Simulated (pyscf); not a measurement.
Structures and frequencies: ωB97X-D3(BJ)/def2-SVP in PySCF.

### Question
For the elementary gas-phase step `[OH][P]=[SiH2]` + `[H][H]` -> `[OH][PH2]` + `[SiH2]` [singlet] (singlet surface; P–Si, H–H broken, H–P, H–P formed), what barrier and reaction energy does ωB97M-D3(BJ)/def2-TZVP give, measured from the separated reactants?

### Answer
ΔE‡ = 33.7 kcal/mol, ΔE = +13.8 kcal/mol. Zero-point energy shifts the barrier by +2.3 kcal/mol. It is a concerted two-bond exchange, with an imaginary mode of 840i cm⁻¹. On the product side the descent ends in an adduct with a P–Si contact, 12.3 kcal/mol under the separated species and 29.0 kcal/mol under the saddle at ωB97X-D3(BJ)/def2-TZVP. What is counted as broken (P–Si) persists as a longer contact in the product adduct; parting that adduct is a step of its own. At ωB97X-D3(BJ)/def2-TZVP the barrier from the zero used here is 36.6 kcal/mol. HO–P=SiH₂ lies 32.1 kcal/mol over its isomer HO–SiH=PH (electronic energy, ωB97M-D3(BJ)/def2-TZVP). One saddle was located; it need not be the lowest between these sides.
